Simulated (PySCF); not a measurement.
NaCl and its ions

PBE0; basis Na def2-SVPD, Cl def2-SVPD; no relativity; PySCF 2.14. Neutral (UKS): singlet (closed shell), Re = 2.380 Å, ωe = 361 cm⁻¹, De = 4.18 eV, HOMO -6.51 eV, LUMO -1.66 eV.

NaCl⁻ (UKS): doublet (σ ↑), Re = 2.524 Å, ωe = 264 cm⁻¹, De = 1.27 eV to Na + Cl⁻. The energies at the minima are -622.11575 hartree for NaCl and -622.14482 for NaCl⁻.

Task: Work out the adiabatic electron affinity, without and with harmonic zero-point energies (1 hartree = 27.2114 eV, 1 eV = 8065.5 cm⁻¹), and the change of the bond length.

Result: At PBE0: 0.02907 hartree = 0.791 eV between the minima; the zero-point term (361.0 − 264.0)/2 cm⁻¹ = +0.006 eV makes it 0.797 eV. Re changes by +14.4 pm against the neutral. The electron enters a σ orbital; in so polar a molecule the change of length follows mostly from the change of the ionic charges.

For an ion De counts to the pair picked by the measured ionisation energies or electron affinities, which need not be the lowest pair at this level. The highest Kohn–Sham level is positive in this anion. Much of that is self-interaction error, but it also means that the finite basis helps to hold the extra electron. States were picked by a PBE0 search and need not be the measured ground states.
